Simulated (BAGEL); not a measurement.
# C2HClF2 (SMILES FC(F)=CCl) at HF/STO-3G (density fitting with cc-pvqz-jkfit)

What is the energy change on altering one bond length of C2HClF2 at HF/STO-3G (density fitting with cc-pvqz-jkfit)? 

Program for the calculation: BAGEL 1.2.2.

1 further run of the same task is left out (set aside as unsound or not needed). Runs told in other sessions of the task aren't counted.

## Step 1: Starting point

The species is C2HClF2 (6 atoms), meant as a singlet with charge 0. As SMILES, `FC(F)=CCl`. The shape is that of a PBE0-D4/def2-TZVP optimisation.

Bond lengths: F1–C2 1.312 Å, C2–F3 1.305 Å, C2–C4 1.321 Å, C4–Cl5 1.706 Å, C4–H6 1.079 Å. Angles: F1–C2–F3 111.1°, F1–C2–C4 123.1°, F3–C2–C4 125.8°, C2–C4–Cl5 122.3°, C2–C4–H6 120.1°, Cl5–C4–H6 117.5°.

## Step 2: A single-point energy at HF/STO-3G (density fitting with cc-pvqz-jkfit)

input.json reads:

```json
{ "bagel": [

{
  "title": "molecule",
  "basis": "sto-3g",
  "df_basis": "cc-pvqz-jkfit",
  "angstrom": true,
  "geometry": [
    { "atom": "F", "xyz": [    0.901010,   -0.810380,    1.342040 ] },
    { "atom": "C", "xyz": [    0.267650,   -0.562200,    0.220370 ] },
    { "atom": "F", "xyz": [    0.192510,   -1.632620,   -0.522730 ] },
    { "atom": "C", "xyz": [   -0.218360,    0.626770,   -0.086550 ] },
    { "atom": "Cl", "xyz": [   -1.039010,    0.926430,   -1.552100 ] },
    { "atom": "H", "xyz": [   -0.103800,    1.452000,    0.598970 ] }
  ]
},
{
  "title": "hf"
},
{
  "title": "print",
  "file": "orbitals.molden",
  "orbitals": true
}

]}
```

Started as:

```
$ BAGEL_NUM_THREADS=1 BAGEL input.json > input.out
```

The log of the run:

```text
* using 1 threads per process

  ===============================================================
  ===============================================================

  *** Geometry ***

  { "atom" : "F", "xyz" : [      1.702662,     -1.531396,      2.536088 ] },
  { "atom" : "C", "xyz" : [      0.505785,     -1.062404,      0.416439 ] },
  { "atom" : "F", "xyz" : [      0.363791,     -3.085205,     -0.987817 ] },
  { "atom" : "C", "xyz" : [     -0.412641,      1.184424,     -0.163556 ] },
  { "atom" : "Cl", "xyz" : [     -1.963444,      1.750699,     -2.933044 ] },
  { "atom" : "H", "xyz" : [     -0.196154,      2.743882,      1.131889 ] },

  Number of auxiliary basis functions:      623

  Since a DF basis is specified, we compute 2- and 3-index integrals:
    o Being stored without compression. Storage requirement is 0.004 GB

  Number of basis functions:       30
  Number of electrons      :       48

    * METHOD: MOLECULE                             0.31

  *** RHF ***

  === Nuclear Repulsion ===
   213.5748738834

      * DIIS with orbital gradients will be used.

  === RHF iteration (sto-3g) ===
      0       -725.87113586          0.02008245           0.04
      1       -725.98180651          0.00582012           0.04
      2       -725.99057814          0.00114295           0.04
      3       -725.99139066          0.00022323           0.04
      4       -725.99142221          0.00004838           0.04
      5       -725.99142355          0.00001898           0.04
      6       -725.99142371          0.00000506           0.04
      7       -725.99142373          0.00000127           0.04
      8       -725.99142373          0.00000032           0.03
      9       -725.99142373          0.00000008           0.04
     10       -725.99142373          0.00000002           0.04
     11       -725.99142373          0.00000001           0.04
    * SCF iteration converged.

    * Permanent dipole moment:
           (   -0.289890,     0.019544,    -0.565585) a.u.

    * METHOD: HF                                   0.51

    * METHOD: PRINT                                0.00

  ===============================================================
```

It took 0.99 s on 1 thread of Arm Neoverse V2, shared host; peak memory 0.084 GiB.

## Step 3: The distorted shape

input.json reads:

```json
{ "bagel": [

{
  "title": "molecule",
  "basis": "sto-3g",
  "df_basis": "cc-pvqz-jkfit",
  "angstrom": true,
  "geometry": [
    { "atom": "F", "xyz": [       0.973904,      -0.988707,       1.388073 ] },
    { "atom": "C", "xyz": [       0.340544,      -0.740527,       0.266403 ] },
    { "atom": "F", "xyz": [       0.265404,      -1.810947,      -0.476697 ] },
    { "atom": "C", "xyz": [      -0.218360,       0.626770,      -0.086550 ] },
    { "atom": "Cl", "xyz": [      -1.039010,       0.926430,      -1.552100 ] },
    { "atom": "H", "xyz": [      -0.103800,       1.452000,       0.598970 ] }
  ]
},

{
  "title": "hf"
},

{
  "title": "print",
  "file": "orbitals.molden",
  "orbitals": true
}

]}
```

Started as:

```
$ BAGEL_NUM_THREADS=1 BAGEL input.json > input.out
```

The log of the run:

```text
* using 1 threads per process

  ===============================================================
  ===============================================================

  *** Geometry ***

  { "atom" : "F", "xyz" : [      1.840412,     -1.868385,      2.623078 ] },
  { "atom" : "C", "xyz" : [      0.643535,     -1.399393,      0.503429 ] },
  { "atom" : "F", "xyz" : [      0.501541,     -3.422194,     -0.900827 ] },
  { "atom" : "C", "xyz" : [     -0.412641,      1.184424,     -0.163556 ] },
  { "atom" : "Cl", "xyz" : [     -1.963444,      1.750699,     -2.933044 ] },
  { "atom" : "H", "xyz" : [     -0.196154,      2.743882,      1.131889 ] },

  Number of auxiliary basis functions:      623

  Since a DF basis is specified, we compute 2- and 3-index integrals:
    o Being stored without compression. Storage requirement is 0.004 GB

  Number of basis functions:       30
  Number of electrons      :       48

    * METHOD: MOLECULE                             0.30

  *** RHF ***

  === Nuclear Repulsion ===
   206.0064294880

      * DIIS with orbital gradients will be used.

  === RHF iteration (sto-3g) ===
      0       -725.83076231          0.02059336           0.04
      1       -725.93852835          0.00726615           0.03
      2       -725.95039684          0.00143938           0.03
      3       -725.95132730          0.00074678           0.03
      4       -725.95152529          0.00016083           0.04
      5       -725.95154590          0.00004711           0.03
      6       -725.95154765          0.00001688           0.04
      7       -725.95154790          0.00000311           0.04
      8       -725.95154791          0.00000097           0.04
      9       -725.95154791          0.00000029           0.04
     10       -725.95154791          0.00000010           0.03
     11       -725.95154791          0.00000002           0.04
     12       -725.95154791          0.00000001           0.04
    * SCF iteration converged.

    * Permanent dipole moment:
           (   -0.351353,     0.168754,    -0.605038) a.u.

    * METHOD: HF                                   0.54

    * METHOD: PRINT                                0.00

  ===============================================================
```

Run time: 1 s. Hardware: 1 thread of Arm Neoverse V2, shared host; peak memory 0.084 GiB.

## Step 4: Summary of results

At HF/STO-3G (density fitting with cc-pvqz-jkfit):

| quantity | value |
| --- | --- |
| first shape: total energy | -725.99142 Eh |
| first shape: dipole moment | 1.62 D |
| first shape: HOMO energy | -8.21 eV |
| first shape: LUMO energy | 7.67 eV |
| first shape: HOMO–LUMO gap | 15.89 eV |
| distorted shape: total energy | -725.95155 Eh |
| distorted shape: dipole moment | 1.83 D |
| distorted shape: HOMO energy | -6.97 eV |
| distorted shape: LUMO energy | 6.15 eV |
| distorted shape: HOMO–LUMO gap | 13.12 eV |
| energy change with the C2–C4 bond stretched from 1.321 to 1.519 Å | 1.085 eV |

With the C2–C4 bond stretched from 1.321 to 1.519 Å the energy rises by 1.09 eV (25 kcal/mol). The first shape isn't relaxed at this level, so the change isn't measured from a minimum. The minimal basis adds a large error of its own.
